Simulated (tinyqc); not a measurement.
Inside a calculation (part 1 of 2). Method: RHF in the sto-6g basis, for H2O, spin multiplicity 1. Computed by tinyqc, a small Python program that keeps every step (integrals from PySCF). Settings: charge = 0, multiplicity = 1, basis = sto-6g, energy threshold = 1e-08, iteration cap = 60, orthogonalisation = symmetric, start = random, DIIS depth = 0, damping = 0.5, method = RHF. Command: `OMP_NUM_THREADS=1 python tinyqc.py 26672 26673 out.jsonl` (the two numbers bound the seeds that draw the settings). One thread of a shared host (Intel(R) Xeon(R) Processor @ 2.60GHz), about 0.1 s of CPU time with the checks. Later iterations appear only in the table of the cycle.

## One-electron integrals

Geometry (angstrom):
```
atom         x          y         z
O     0.000000   0.000000  0.000000
H     0.000000   0.749000  0.591000
H     0.000000  -0.749000  0.591000
```

Basis sto-6g: exponents (1/bohr^2) and contraction coefficients of normalised primitives:
```
element  l (shell)     exponent  coefficient
O            s (1)  1355.584234     0.009164
O            s (1)   248.544885     0.049361
O            s (1)    69.533902     0.168538
O            s (1)    23.886772     0.370563
O            s (1)     9.275933     0.416492
O            s (1)     3.820341     0.130334
O            s (2)    52.187762    -0.013253
O            s (2)    10.329320    -0.046992
O            s (2)     3.210345    -0.033785
O            s (2)     1.235135     0.250242
O            s (2)     0.536420     0.595117
O            s (2)     0.245881     0.240706
O            p (3)    52.187762     0.003760
O            p (3)    10.329320     0.037679
O            p (3)     3.210345     0.173897
O            p (3)     1.235135     0.418036
O            p (3)     0.536420     0.425860
O            p (3)     0.245881     0.101708
H            s (1)    35.523221     0.009164
H            s (1)     6.513144     0.049361
H            s (1)     1.822143     0.168538
H            s (1)     0.625955     0.370563
H            s (1)     0.243077     0.416492
H            s (1)     0.100112     0.130334
```

Overlap, kinetic and nuclear-attraction integrals over the contracted functions; the nuclear repulsion is the sum of Za Zb / Rab.

nuclear repulsion = 9.22753603 hartree

overlap S, order 1O 1s, 1O 2s, 1O 2px, 1O 2py, 1O 2pz, 2H 1s, 3H 1s:
$$\begin{pmatrix}
1.000000 & 0.231145 & 0.000000 & 0.000000 & 0.000000 & 0.055827 & 0.055827 \\
0.231145 & 1.000000 & 0.000000 & 0.000000 & 0.000000 & 0.478834 & 0.478834 \\
0.000000 & 0.000000 & 1.000000 & 0.000000 & 0.000000 & 0.000000 & 0.000000 \\
0.000000 & 0.000000 & 0.000000 & 1.000000 & 0.000000 & 0.309144 & -0.309144 \\
0.000000 & 0.000000 & 0.000000 & 0.000000 & 1.000000 & 0.243931 & 0.243931 \\
0.055827 & 0.478834 & 0.000000 & 0.309144 & 0.243931 & 1.000000 & 0.257583 \\
0.055827 & 0.478834 & 0.000000 & -0.309144 & 0.243931 & 0.257583 & 1.000000
\end{pmatrix}$$

kinetic energy T (hartree), order 1O 1s, 1O 2s, 1O 2px, 1O 2py, 1O 2pz, 2H 1s, 3H 1s:
$$\begin{pmatrix}
29.327197 & -0.896024 & 0.000000 & 0.000000 & 0.000000 & -0.002305 & -0.002305 \\
-0.896024 & 0.842618 & 0.000000 & 0.000000 & 0.000000 & 0.129491 & 0.129491 \\
0.000000 & 0.000000 & 2.531309 & 0.000000 & 0.000000 & 0.000000 & 0.000000 \\
0.000000 & 0.000000 & 0.000000 & 2.531309 & 0.000000 & 0.223166 & -0.223166 \\
0.000000 & 0.000000 & 0.000000 & 0.000000 & 2.531309 & 0.176089 & 0.176089 \\
-0.002305 & 0.129491 & 0.000000 & 0.223166 & 0.176089 & 0.768522 & 0.009278 \\
-0.002305 & 0.129491 & 0.000000 & -0.223166 & 0.176089 & 0.009278 & 0.768522
\end{pmatrix}$$

nuclear attraction V (hartree), order 1O 1s, 1O 2s, 1O 2px, 1O 2py, 1O 2pz, 2H 1s, 3H 1s:
$$\begin{pmatrix}
-62.367600 & -6.407687 & 0.000000 & 0.000000 & -0.020480 & -1.774022 & -1.774022 \\
-6.407687 & -10.094410 & 0.000000 & 0.000000 & -0.227605 & -3.887419 & -3.887419 \\
0.000000 & 0.000000 & -10.009731 & 0.000000 & 0.000000 & 0.000000 & 0.000000 \\
0.000000 & 0.000000 & 0.000000 & -10.165544 & 0.000000 & -2.241743 & 2.241743 \\
-0.020480 & -0.227605 & 0.000000 & 0.000000 & -10.106741 & -1.844399 & -1.844399 \\
-1.774022 & -3.887419 & 0.000000 & -2.241743 & -1.844399 & -5.864438 & -1.655350 \\
-1.774022 & -3.887419 & 0.000000 & 2.241743 & -1.844399 & -1.655350 & -5.864438
\end{pmatrix}$$

core Hamiltonian H = T + V (hartree), order 1O 1s, 1O 2s, 1O 2px, 1O 2py, 1O 2pz, 2H 1s, 3H 1s:
$$\begin{pmatrix}
-33.040403 & -7.303711 & 0.000000 & 0.000000 & -0.020480 & -1.776327 & -1.776327 \\
-7.303711 & -9.251792 & 0.000000 & 0.000000 & -0.227605 & -3.757928 & -3.757928 \\
0.000000 & 0.000000 & -7.478422 & 0.000000 & 0.000000 & 0.000000 & 0.000000 \\
0.000000 & 0.000000 & 0.000000 & -7.634235 & 0.000000 & -2.018577 & 2.018577 \\
-0.020480 & -0.227605 & 0.000000 & 0.000000 & -7.575432 & -1.668310 & -1.668310 \\
-1.776327 & -3.757928 & 0.000000 & -2.018577 & -1.668310 & -5.095916 & -1.646072 \\
-1.776327 & -3.757928 & 0.000000 & 2.018577 & -1.668310 & -1.646072 & -5.095916
\end{pmatrix}$$

## Two-electron integrals

Functions are numbered as in S; the eight-fold symmetry (ij|kl) = (ji|kl) = (kl|ij) leaves the list below.

Two-electron integrals (ij|kl) in chemists' order, unique and non-zero (hartree):
```
(11|11) 4.787491    (21|11) 0.675884    (21|21) 0.121505    (22|11) 1.117379
(22|21) 0.249212    (22|22) 0.817383    (31|31) 0.025762    (32|31) 0.039145
(32|32) 0.180664    (33|11) 1.117381    (33|21) 0.249212    (33|22) 0.817382
(33|33) 0.880663    (41|41) 0.025762    (42|41) 0.039145    (42|42) 0.180664
(43|43) 0.047461    (44|11) 1.117381    (44|21) 0.249212    (44|22) 0.817382
(44|33) 0.785741    (44|44) 0.880663    (51|51) 0.025762    (52|51) 0.039145
(52|52) 0.180664    (53|53) 0.047461    (54|54) 0.047461    (55|11) 1.117381
(55|21) 0.249212    (55|22) 0.817382    (55|33) 0.785741    (55|44) 0.785741
(55|55) 0.880663    (61|11) 0.174316    (61|21) 0.030022    (61|22) 0.060184
(61|33) 0.060053    (61|41) 0.001149    (61|42) 0.002239    (61|44) 0.060295
(61|51) 0.000907    (61|52) 0.001767    (61|54) 0.000191    (61|55) 0.060204
(61|61) 0.007562    (62|11) 0.405771    (62|21) 0.091678    (62|22) 0.330708
(62|33) 0.325353    (62|41) 0.005730    (62|42) 0.041453    (62|44) 0.335254
(62|51) 0.004521    (62|52) 0.032709    (62|54) 0.007813    (62|55) 0.331517
(62|61) 0.022746    (62|62) 0.163344    (63|31) 0.010415    (63|32) 0.057848
(63|43) 0.008642    (63|53) 0.006819    (63|63) 0.023704    (64|11) 0.223243
(64|21) 0.051175    (64|22) 0.196911    (64|33) 0.187926    (64|41) 0.013261
(64|42) 0.081448    (64|44) 0.211169    (64|51) 0.002246    (64|52) 0.018621
(64|54) 0.011521    (64|55) 0.191637    (64|61) 0.013310    (64|62) 0.118290
(64|64) 0.108556    (65|11) 0.176150    (65|21) 0.040380    (65|22) 0.155373
(65|33) 0.148284    (65|41) 0.002246    (65|42) 0.018621    (65|44) 0.152986
(65|51) 0.012187    (65|52) 0.072542    (65|54) 0.012352    (65|55) 0.164849
(65|61) 0.010502    (65|62) 0.093337    (65|64) 0.066953    (65|65) 0.076533
(66|11) 0.533370    (66|21) 0.122734    (66|22) 0.504285    (66|33) 0.483910
(66|41) 0.010395    (66|42) 0.101166    (66|44) 0.521580    (66|51) 0.008202
(66|52) 0.079825    (66|54) 0.029724    (66|55) 0.507363    (66|61) 0.030809
(66|62) 0.308633    (66|64) 0.255552    (66|65) 0.201644    (66|66) 0.774999
(71|11) 0.174316    (71|21) 0.030022    (71|22) 0.060184    (71|33) 0.060053
(71|41) -0.001149   (71|42) -0.002239   (71|44) 0.060295    (71|51) 0.000907
(71|52) 0.001767    (71|54) -0.000191   (71|55) 0.060204    (71|61) 0.007450
(71|62) 0.021999    (71|64) 0.011665    (71|65) 0.010151    (71|66) 0.029362
(71|71) 0.007562    (72|11) 0.405771    (72|21) 0.091678    (72|22) 0.330708
(72|33) 0.325353    (72|41) -0.005730   (72|42) -0.041453   (72|44) 0.335254
(72|51) 0.004521    (72|52) 0.032709    (72|54) -0.007813   (72|55) 0.331517
(72|61) 0.021999    (72|62) 0.134137    (72|64) 0.066555    (72|65) 0.074525
(72|66) 0.210050    (72|71) 0.022746    (72|72) 0.163344    (73|31) 0.010415
(73|32) 0.057848    (73|43) -0.008642   (73|53) 0.006819    (73|63) 0.018905
(73|73) 0.023704    (74|11) -0.223243   (74|21) -0.051175   (74|22) -0.196911
(74|33) -0.187926   (74|41) 0.013261    (74|42) 0.081448    (74|44) -0.211169
(74|51) -0.002246   (74|52) -0.018621   (74|54) 0.011521    (74|55) -0.191637
(74|61) -0.011665   (74|62) -0.066555   (74|64) -0.014490   (74|65) -0.036103
(74|66) -0.091117   (74|71) -0.013310   (74|72) -0.118290   (74|74) 0.108556
(75|11) 0.176150    (75|21) 0.040380    (75|22) 0.155373    (75|33) 0.148284
(75|41) -0.002246   (75|42) -0.018621   (75|44) 0.152986    (75|51) 0.012187
(75|52) 0.072542    (75|54) -0.012352   (75|55) 0.164849    (75|61) 0.010151
(75|62) 0.074525    (75|64) 0.036103    (75|65) 0.059680    (75|66) 0.128224
(75|71) 0.010502    (75|72) 0.093337    (75|74) -0.066953   (75|75) 0.076533
(76|11) 0.164384    (76|21) 0.037496    (76|22) 0.145877    (76|33) 0.142575
(76|44) 0.145361    (76|51) 0.002958    (76|52) 0.025039    (76|55) 0.149694
(76|61) 0.009207    (76|62) 0.071336    (76|64) 0.044404    (76|65) 0.045835
(76|66) 0.138033    (76|71) 0.009207    (76|72) 0.071336    (76|74) -0.044404
(76|75) 0.045835    (76|76) 0.037639    (77|11) 0.533370    (77|21) 0.122734
(77|22) 0.504285    (77|33) 0.483910    (77|41) -0.010395   (77|42) -0.101166
(77|44) 0.521580    (77|51) 0.008202    (77|52) 0.079825    (77|54) -0.029724
(77|55) 0.507363    (77|61) 0.029362    (77|62) 0.210050    (77|64) 0.091117
(77|65) 0.128224    (77|66) 0.346225    (77|71) 0.030809    (77|72) 0.308633
(77|74) -0.255552   (77|75) 0.201644    (77|76) 0.138033    (77|77) 0.774999
```

## Orthogonalisation

S = U s U^T; symmetric (Loewdin) form X = U s^(-1/2) U^T, so that X^T S X = 1.

eigenvalues of S: [0.339714, 0.415437, 0.887052, 1.000000, 1.090685, 1.326980, 1.940132]

X, order 1O 1s, 1O 2s, 1O 2px, 1O 2py, 1O 2pz, 2H 1s, 3H 1s:
$$\begin{pmatrix}
1.022852 & -0.138898 & 0.000000 & 0.000000 & -0.009609 & 0.020036 & 0.020036 \\
-0.138898 & 1.250544 & 0.000000 & 0.000000 & 0.114872 & -0.299515 & -0.299515 \\
0.000000 & 0.000000 & 1.000000 & 0.000000 & 0.000000 & 0.000000 & 0.000000 \\
0.000000 & 0.000000 & 0.000000 & 1.113234 & 0.000000 & -0.231767 & 0.231767 \\
-0.009609 & 0.114872 & 0.000000 & 0.000000 & 1.057454 & -0.150262 & -0.150262 \\
0.020036 & -0.299515 & 0.000000 & -0.231767 & -0.150262 & 1.214211 & -0.092135 \\
0.020036 & -0.299515 & 0.000000 & 0.231767 & -0.150262 & -0.092135 & 1.214211
\end{pmatrix}$$

## Starting guess

The start is random orthonormal orbitals; D = 2 C_occ C_occ^T.

D at the start, order 1O 1s, 1O 2s, 1O 2px, 1O 2py, 1O 2pz, 2H 1s, 3H 1s:
$$\begin{pmatrix}
1.638322 & 0.335043 & -0.060792 & 0.135441 & 0.278644 & 0.128255 & 0.027137 \\
0.335043 & 0.741675 & -0.040755 & -0.559626 & 0.807943 & -0.679398 & -0.944850 \\
-0.060792 & -0.040755 & 1.960071 & -0.040705 & 0.208627 & 0.132977 & 0.027157 \\
0.135441 & -0.559626 & -0.040705 & 2.554991 & 0.190608 & -0.865053 & 1.240719 \\
0.278644 & 0.807943 & 0.208627 & 0.190608 & 1.258215 & -1.391466 & -0.845268 \\
0.128255 & -0.679398 & 0.132977 & -0.865053 & -1.391466 & 2.704684 & -0.534086 \\
0.027137 & -0.944850 & 0.027157 & 1.240719 & -0.845268 & -0.534086 & 3.193628
\end{pmatrix}$$

## Iteration 1: building the Fock matrix

J_ij = sum D_kl (ij|kl), K_ij = sum D_kl (ik|jl); F = H + J - 0.5 K; E = tr D H + tr D J / 2 - 0.25 tr D K + E_nn.

Coulomb J (hartree), order 1O 1s, 1O 2s, 1O 2px, 1O 2py, 1O 2pz, 2H 1s, 3H 1s:
$$\begin{pmatrix}
15.554261 & 2.811560 & -0.002987 & -0.031132 & 0.044446 & 0.697860 & 0.701540 \\
2.811560 & 7.561481 & -0.000958 & -0.177757 & 0.249195 & 3.101839 & 3.199795 \\
-0.002987 & -0.000958 & 7.535120 & -0.002035 & 0.021987 & 0.003491 & 0.003882 \\
-0.031132 & -0.177757 & -0.002035 & 7.659794 & 0.002909 & 1.824416 & -2.006396 \\
0.044446 & 0.249195 & 0.021987 & 0.002909 & 7.489522 & 1.550525 & 1.602646 \\
0.697860 & 3.101839 & 0.003491 & 1.824416 & 1.550525 & 5.085501 & 1.436976 \\
0.701540 & 3.199795 & 0.003882 & -2.006396 & 1.602646 & 1.436976 & 5.397342
\end{pmatrix}$$

exchange K (hartree), order 1O 1s, 1O 2s, 1O 2px, 1O 2py, 1O 2pz, 2H 1s, 3H 1s:
$$\begin{pmatrix}
8.519595 & 1.834099 & -0.069961 & 0.050119 & 0.394612 & 0.622220 & 0.563599 \\
1.834099 & 1.468773 & 0.003159 & -0.366184 & 0.099689 & 0.584779 & 0.760093 \\
-0.069961 & 0.003159 & 1.977609 & -0.013114 & 0.198666 & 0.076342 & 0.055717 \\
0.050119 & -0.366184 & -0.013114 & 2.059685 & 0.086801 & 0.441571 & -0.679130 \\
0.394612 & 0.099689 & 0.198666 & 0.086801 & 0.891121 & 0.010663 & 0.172588 \\
0.622220 & 0.584779 & 0.076342 & 0.441571 & 0.010663 & 1.174826 & 0.194779 \\
0.563599 & 0.760093 & 0.055717 & -0.679130 & 0.172588 & 0.194779 & 1.556377
\end{pmatrix}$$

Fock matrix F (hartree), order 1O 1s, 1O 2s, 1O 2px, 1O 2py, 1O 2pz, 2H 1s, 3H 1s:
$$\begin{pmatrix}
-21.745940 & -5.409201 & 0.031994 & -0.056192 & -0.173340 & -1.389576 & -1.356585 \\
-5.409201 & -2.424698 & -0.002538 & 0.005335 & -0.028254 & -0.948479 & -0.938179 \\
0.031994 & -0.002538 & -0.932107 & 0.004522 & -0.077346 & -0.034680 & -0.023976 \\
-0.056192 & 0.005335 & 0.004522 & -1.004283 & -0.040491 & -0.414947 & 0.351746 \\
-0.173340 & -0.028254 & -0.077346 & -0.040491 & -0.531470 & -0.123116 & -0.151958 \\
-1.389576 & -0.948479 & -0.034680 & -0.414947 & -0.123116 & -0.597827 & -0.306486 \\
-1.356585 & -0.938179 & -0.023976 & 0.351746 & -0.151958 & -0.306486 & -0.476762
\end{pmatrix}$$

total energy of this density = -68.25626295 hartree

This density is the starting one.

## Iteration 1: diagonalisation and new density

Diagonalise F' = X^T F X, C = X C', fill 5 alpha and 5 beta electrons from the bottom; D = 2 C_occ C_occ^T; the new density keeps 0.5 of the old one (damping). Each column has its largest component positive (the first on a tie).

F' = X^T F X (hartree):
$$\begin{pmatrix}
-21.360289 & -2.800044 & 0.032645 & -0.057669 & -0.190546 & -0.293581 & -0.275228 \\
-2.800044 & -1.289518 & 0.001066 & 0.024762 & 0.067459 & -0.375643 & -0.403172 \\
0.032645 & 0.001066 & -0.932107 & 0.007515 & -0.073575 & -0.027925 & -0.011845 \\
-0.057669 & 0.024762 & 0.007515 & -0.873765 & -0.046895 & -0.289222 & 0.250128 \\
-0.190546 & 0.067459 & -0.073575 & -0.046895 & -0.513184 & -0.022319 & -0.099705 \\
-0.293581 & -0.375643 & -0.027925 & -0.289222 & -0.022319 & -0.182407 & -0.068544 \\
-0.275228 & -0.403172 & -0.011845 & 0.250128 & -0.099705 & -0.068544 & -0.029713
\end{pmatrix}$$

orbital energies (hartree): MO1 -21.755727, MO2 -1.156190, MO3 -1.025703, MO4 -0.946007, MO5 -0.518134, MO6 0.041032, MO7 0.179746

coefficients C, order 1O 1s, 1O 2s, 1O 2px, 1O 2py, 1O 2pz, 2H 1s, 3H 1s:
$$\begin{pmatrix}
0.994690 & -0.242407 & -0.019489 & 0.013084 & -0.015457 & 0.099670 & 0.086721 \\
0.024259 & 0.929759 & 0.038777 & -0.053474 & 0.030101 & -0.709894 & -0.633646 \\
-0.001500 & 0.047404 & 0.049201 & 0.980765 & -0.181353 & -0.022420 & 0.006247 \\
0.002744 & -0.102619 & 0.908938 & -0.054768 & 0.004354 & -0.517186 & 0.489403 \\
0.010475 & -0.066800 & 0.046048 & 0.178234 & 0.977338 & -0.246956 & -0.349310 \\
-0.004844 & 0.094877 & 0.172553 & -0.001103 & -0.094051 & 1.260406 & -0.113722 \\
-0.004679 & 0.080083 & -0.064737 & 0.008014 & 0.091457 & -0.005881 & 1.276759
\end{pmatrix}$$

D after iteration 1, order 1O 1s, 1O 2s, 1O 2px, 1O 2py, 1O 2pz, 2H 1s, 3H 1s:
$$\begin{pmatrix}
1.868120 & -0.035649 & -0.028703 & 0.076827 & 0.152262 & 0.034386 & -0.010545 \\
-0.035649 & 1.241148 & -0.032335 & -0.336851 & 0.363791 & -0.247684 & -0.398267 \\
-0.028703 & -0.032335 & 1.979494 & -0.035005 & 0.100959 & 0.095457 & 0.005471 \\
0.076827 & -0.336851 & -0.035005 & 2.117221 & 0.138536 & -0.285785 & 0.553246 \\
0.152262 & 0.363791 & 0.100959 & 0.138536 & 1.622757 & -0.786292 & -0.340201 \\
0.034386 & -0.247684 & 0.095457 & -0.285785 & -0.786292 & 1.399988 & -0.279203 \\
-0.010545 & -0.398267 & 0.005471 & 0.553246 & -0.340201 & -0.279203 & 1.615869
\end{pmatrix}$$

## Iteration 2: building the Fock matrix

As before.

Coulomb J (hartree), order 1O 1s, 1O 2s, 1O 2px, 1O 2py, 1O 2pz, 2H 1s, 3H 1s:
$$\begin{pmatrix}
16.902472 & 3.043993 & -0.001908 & -0.017738 & 0.022387 & 0.755784 & 0.757853 \\
3.043993 & 8.093654 & -0.002254 & -0.097899 & 0.133273 & 3.260317 & 3.311609 \\
-0.001908 & -0.002254 & 8.078940 & -0.001767 & 0.010960 & 0.001165 & 0.001511 \\
-0.017738 & -0.097899 & -0.001767 & 8.141689 & 0.004246 & 1.913783 & -2.010043 \\
0.022387 & 0.133273 & 0.010960 & 0.004246 & 8.060331 & 1.571318 & 1.597560 \\
0.755784 & 3.260317 & 0.001165 & 1.913783 & 1.571318 & 5.098754 & 1.463266 \\
0.757853 & 3.311609 & 0.001511 & -2.010043 & 1.597560 & 1.463266 & 5.255688
\end{pmatrix}$$

exchange K (hartree), order 1O 1s, 1O 2s, 1O 2px, 1O 2py, 1O 2pz, 2H 1s, 3H 1s:
$$\begin{pmatrix}
9.177767 & 1.706503 & -0.035024 & 0.024530 & 0.198367 & 0.519166 & 0.489947 \\
1.706503 & 2.108609 & -0.001873 & -0.201466 & 0.049093 & 0.869968 & 0.957359 \\
-0.035024 & -0.001873 & 2.147166 & -0.011478 & 0.099773 & 0.043704 & 0.026318 \\
0.024530 & -0.201466 & -0.011478 & 2.155670 & 0.059786 & 0.536351 & -0.635991 \\
0.198367 & 0.049093 & 0.099773 & 0.059786 & 1.605325 & 0.212752 & 0.327527 \\
0.519166 & 0.869968 & 0.043704 & 0.536351 & 0.212752 & 1.043927 & 0.311125 \\
0.489947 & 0.957359 & 0.026318 & -0.635991 & 0.327527 & 0.311125 & 1.226452
\end{pmatrix}$$

Fock matrix F (hartree), order 1O 1s, 1O 2s, 1O 2px, 1O 2py, 1O 2pz, 2H 1s, 3H 1s:
$$\begin{pmatrix}
-20.726814 & -5.112969 & 0.015604 & -0.030003 & -0.097277 & -1.280125 & -1.263447 \\
-5.112969 & -2.212441 & -0.001317 & 0.002834 & -0.118878 & -0.932595 & -0.924998 \\
0.015604 & -0.001317 & -0.473066 & 0.003971 & -0.038927 & -0.020687 & -0.011647 \\
-0.030003 & 0.002834 & 0.003971 & -0.570381 & -0.025647 & -0.372969 & 0.326530 \\
-0.097277 & -0.118878 & -0.038927 & -0.025647 & -0.317764 & -0.203368 & -0.234513 \\
-1.280125 & -0.932595 & -0.020687 & -0.372969 & -0.203368 & -0.519126 & -0.338369 \\
-1.263447 & -0.924998 & -0.011647 & 0.326530 & -0.234513 & -0.338369 & -0.453454
\end{pmatrix}$$

total energy of this density = -71.58941339 hartree

This density is a damped mixture and is not idempotent.

## Iteration 2: diagonalisation and new density

As before.

F' = X^T F X (hartree):
$$\begin{pmatrix}
-20.367629 & -2.647497 & 0.015870 & -0.031280 & -0.109533 & -0.248264 & -0.239971 \\
-2.647497 & -1.056754 & 0.001398 & 0.017067 & 0.039138 & -0.445864 & -0.458193 \\
0.015870 & 0.001398 & -0.473066 & 0.006516 & -0.036606 & -0.018409 & -0.004760 \\
-0.031280 & 0.017067 & 0.006516 & -0.361803 & -0.031495 & -0.371409 & 0.337099 \\
-0.109533 & 0.039138 & -0.036606 & -0.031495 & -0.243353 & -0.138937 & -0.202974 \\
-0.248264 & -0.445864 & -0.018409 & -0.371409 & -0.138937 & -0.026738 & -0.095853 \\
-0.239971 & -0.458193 & -0.004760 & 0.337099 & -0.202974 & -0.095853 & 0.054754
\end{pmatrix}$$

orbital energies (hartree): MO1 -20.733502, MO2 -1.060622, MO3 -0.682457, MO4 -0.481915, MO5 -0.317394, MO6 0.353982, MO7 0.447321

coefficients C, order 1O 1s, 1O 2s, 1O 2px, 1O 2py, 1O 2pz, 2H 1s, 3H 1s:
$$\begin{pmatrix}
0.995323 & -0.229221 & 0.009512 & 0.020090 & 0.057875 & 0.128583 & 0.053167 \\
0.021728 & 0.849348 & -0.065025 & -0.096955 & -0.319231 & -0.889886 & -0.382711 \\
-0.000759 & 0.022392 & 0.007759 & 0.972019 & -0.233189 & -0.007320 & 0.013616 \\
0.001519 & 0.000564 & 0.763332 & -0.015690 & 0.017951 & -0.395101 & 0.779341 \\
0.007044 & 0.090660 & 0.022278 & 0.207440 & 0.872835 & -0.521294 & -0.302108 \\
-0.004659 & 0.158185 & 0.338901 & 0.023835 & 0.062358 & 1.128788 & -0.480297 \\
-0.004516 & 0.142685 & -0.256518 & 0.035417 & 0.208544 & 0.395337 & 1.167041
\end{pmatrix}$$

D after iteration 2, order 1O 1s, 1O 2s, 1O 2px, 1O 2py, 1O 2pz, 2H 1s, 3H 1s:
$$\begin{pmatrix}
1.981113 & -0.211929 & -0.014134 & 0.047781 & 0.117256 & -0.016392 & -0.032133 \\
-0.211929 & 1.457975 & -0.017470 & -0.221758 & -0.041146 & -0.033844 & -0.131370 \\
-0.014134 & -0.017470 & 1.989508 & -0.031006 & 0.050777 & 0.062531 & -0.010261 \\
0.047781 & -0.221758 & -0.031006 & 1.641857 & 0.098749 & 0.116629 & 0.084076 \\
0.117256 & -0.041146 & 0.050777 & 0.098749 & 1.625016 & -0.311916 & 0.026460 \\
-0.016392 & -0.033844 & 0.062531 & 0.116629 & -0.311916 & 0.844349 & -0.190096 \\
-0.032133 & -0.131370 & -0.010261 & 0.084076 & 0.026460 & -0.190096 & 0.938860
\end{pmatrix}$$
